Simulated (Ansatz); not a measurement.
Working through a short molecular-dynamics run of BClHS, SMILES S[B]Cl

Program: the Ansatz DFT code, driven from Python.

The cells in order, each with its output:

**Cell 1**
```python
import ansatz as az
import numpy as np
```

**Cell 2**
```python
GEOMETRY = """
S     0.70760   -1.07330    0.37690
B    -0.42370   -0.02370   -0.80200
Cl   -1.84950    0.97910   -0.14550
H     1.62110    0.05760    0.55030
"""
```

**Cell 3**
```python
bclhs = az.Crystal.molecule()
for line in GEOMETRY.strip().splitlines():
    symbol, *xyz = line.split()
    bclhs = bclhs.atom(symbol, [float(v) for v in xyz])
```

**Cell 4**
```python
calc = bclhs.calculation().basis(gaussian="6-31G").functional("HF").spin("collinear", total=1)
symbols = [site.symbol for site in bclhs.cartesian_sites]
start = np.array([site.position_ang for site in bclhs.cartesian_sites], dtype=float)
r = calc.relax(force_tolerance=0.02, max_steps=100).run(threads=1, backend="cpu").report
end = np.array(r["positions_ang"])
minimum = az.Crystal.molecule()
for symbol, place in zip(symbols, end):
    minimum = minimum.atom(symbol, place.tolist())
```

**Cell 5**
```python
# dynamics from the relaxed geometry
calc = minimum.calculation()
calc = calc.basis(gaussian="6-31G").functional("HF")
calc = calc.spin("collinear", total=1)
calc = calc.md("nve", timestep=1.0, steps=30, temperature=500, initial_velocities="maxwell_boltzmann", seed=89)
frames = []
result = calc.session().plan().execute(on_event=lambda e: frames.append(e["data"]) if e["event"] == "md_step" else None)
print("t (fs)   E_pot (eV)      E_kin (eV)   T (K)   d(0-1) (A)")
for f in frames[::3]:
    xyz = np.array(f["positions_ang"])
    print(f"{f['time_fs']:6.2f} {f['lagrangian_ev']:14.5f} {f['e_kin_ev']:10.5f} {f['temperature_k']:8.1f} {np.linalg.norm(xyz[0] - xyz[1]):9.4f}")
kept = np.array([f["conserved_ev"] for f in frames])
print(f"conserved energy moves by at most {1000 * np.ptp(kept):.3f} meV")
symbols = [site.symbol for site in bclhs.cartesian_sites]
with open("last_frame.xyz", "w") as handle:
    handle.write(f"{len(symbols)}\nt = {frames[-1]['time_fs']} fs\n")
    handle.writelines("{:2s} {:10.5f} {:10.5f} {:10.5f}\n".format(s, *xyz) for s, xyz in zip(symbols, frames[-1]["positions_ang"]))
```
Output:
```text
t (fs)   E_pot (eV)      E_kin (eV)   T (K)   d(0-1) (A)
  0.00   -24005.67213    0.12926    500.0    1.8175
  3.00   -24005.57311    0.03574    138.2    1.8312
  6.00   -24005.64304    0.10184    394.0    1.8425
  9.00   -24005.56874    0.03167    122.5    1.8488
 12.00   -24005.64255    0.09970    385.7    1.8479
 15.00   -24005.56247    0.02480     95.9    1.8410
 18.00   -24005.61662    0.07635    295.3    1.8307
 21.00   -24005.57872    0.04001    154.8    1.8192
 24.00   -24005.62473    0.08229    318.3    1.8084
 27.00   -24005.56563    0.02753    106.5    1.8012
 30.00   -24005.59664    0.05727    221.5    1.8005
conserved energy moves by at most 7.103 meV
```

`last_frame.xyz`, as written:
```text
4
t = 30.0 fs
S     0.60463   -0.74716    0.58759
B    -0.31182    0.47286   -0.36810
Cl   -2.10115    0.62647   -0.46596
H     1.91589   -0.55922    0.09263
```

What to keep in mind:
- Total energies depend on the basis set; only differences at equal settings carry meaning.
- The trajectory is only some femtoseconds long, so its temperature is not equilibrated; where the script doesn't relax first, it starts from a rough generated geometry.
- The run takes the species as open-shell (spin multiplicity 2), which needn't be its ground state.
- The temperature counts the internal degrees of freedom alone.
- With hydrogen a step over 0.5 fs is long.
- Timing: 46 s on 1 thread of Arm Neoverse N1 (shared host), peak memory 0.18 GiB.
